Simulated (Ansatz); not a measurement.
**A ladder of methods for CH2P2 (SMILES P#CP)**

CH2P2 has 5 atoms, charge 0, and is taken as a singlet. SMILES: `P#CP`. The coordinates come from a GFN2-xTB relaxation.

```xyz
5

P    -0.1843   -1.5262    1.8555
C    -0.1794   -0.4633    0.7115
P    -0.3452    0.8380   -0.4454
H    -0.3139    0.0252   -1.5859
H     1.0227    1.1262   -0.5357
```

Quantity: the energy change with the C2–P3 bond stretched from 1.749 to 3.498 Å, in eV. The values are calculated.

| level | kind | program | value (eV) | less FCI/STO-3G | CPU time (all runs) |
| --- | --- | --- | --- | --- | --- |
| PBE/STO-3G (restricted) | GGA | Ansatz | 5.42 | +1.21 | 2.8 s |
| r2SCAN/STO-3G (restricted) | meta-GGA | Ansatz | 5.70 | +1.49 | 7.1 s |
| PBE0/STO-3G (restricted) | global hybrid | Ansatz | 6.26 | +2.05 | 2.8 s |
| CAM-B3LYP/STO-3G (restricted) | range-separated hybrid | Ansatz | 6.66 | +2.45 | 3 s |
| HSE06/STO-3G (restricted) | range-separated hybrid | Ansatz | 6.21 | +2.00 | 3.4 s |
| B2PLYP/STO-3G (restricted) | double hybrid | Ansatz | 5.57 | +1.36 | 3.9 s |
| RPA@PBE/STO-3G (restricted) | RPA | Ansatz | 4.75 | +0.54 | 5.2 s |
| CCSDTQ/STO-3G (restricted) | coupled cluster or CI | Ansatz | 4.22 | +0.01 | 25 s |
| FCI/STO-3G | exact in the basis | Ansatz | 4.21 | 0.00 | 2.4 min |

FCI/STO-3G is exact within its basis and frozen core, so for wave-function methods in that basis the difference is their error; functionals converge differently with the basis, so for them it is only a difference. The first shape isn't each level's own minimum. The values span 4.21 to 6.66 eV. All rows use very small basis sets, so none should be taken for the real molecule's value. Times are those of the runs behind each value, whatever else they computed, on shared processors of several kinds: orders of magnitude only.
